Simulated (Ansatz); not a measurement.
**The cluster K₃O+: geometry, orbitals and charge**

What does the cluster K₃O+ look like as a singlet, and where do its frontier electrons sit?

The runs use Ansatz 0.2.0, Gaussian basis; RKS PBE0-D4/def2-TZVP.

Plan: relaxation at r2SCAN-D4/def2-TZVP; a search for the lowest solution at PBE0-D4/def2-SVP; a single point at PBE0-D4/def2-TZVP; harmonic vibrations at r2SCAN-D4/def2-TZVP.

1 further run of the same task is left out (set aside as unsound or not needed). Runs told in other sessions of the task aren't counted.

### 1 Starting geometry

4 atoms, charge 1, spin multiplicity 1.

Atoms are counted from 1 here; the program's logs count them from 0.

Bond lengths: K1–O4 2.354 Å, K2–O4 2.334 Å, K3–O4 2.330 Å. Angles: K1–O4–K2 112.8°, K1–O4–K3 113.7°, K2–O4–K3 116.4°.

The ion is computed in the gas phase, without counter-ions or solvent.

The start is a GFN2-xTB geometry.

### 2 Optimising with r2SCAN-D4/def2-TZVP

in.yaml

```yaml
crystal:
  periodic: [false, false, false]
  atoms:
    - {symbol: K, position_ang: [-1.611760, 1.548950, 0.354770]}
    - {symbol: K, position_ang: [-0.370850, -2.140200, 0.679210]}
    - {symbol: K, position_ang: [2.084840, 0.681650, -0.629990]}
    - {symbol: O, position_ang: [-0.102220, -0.090400, -0.404000]}
basis:
  gaussian: {orbitals: def2-TZVP}
total_charge: 1
hamiltonian: {xc: r2scan, dispersion: d4}
scf: {lower_state_search: "off"}
output: {orbitals: {seedname: orbitals}}
relax: {f_tol: 0.02, max_steps: 100}
```

The run is started by

```
ansatz run in.yaml --threads 4 --pin off --events-out ev --progress --plain --max-ram 3916MiB
```

After this run come: Searching for the lowest solution, PBE0-D4/def2-SVP; Single point, PBE0-D4/def2-TZVP; Harmonic vibrations.

Q: Predict the results of all the runs planned. Wanted: point group; commonest bond; HOMO, LUMO at PBE0-D4/def2-TZVP; lowest, highest wavenumber.

The runs gave:

```
                       quantity                          value
                    point group                            D3h
                 commonest bond  K–O, 3 of mean length 2.361 Å
HOMO, LUMO at PBE0-D4/def2-TZVP                -7.27, -3.84 eV
     lowest, highest wavenumber                   92, 419 cm⁻¹
```

**Reading.** The molecule keeps its bonding pattern by the stored test; the atoms moved 0.26 Å (rms). All wavenumbers are real: a minimum at this level. Whether this spin is the lowest isn't tested here.
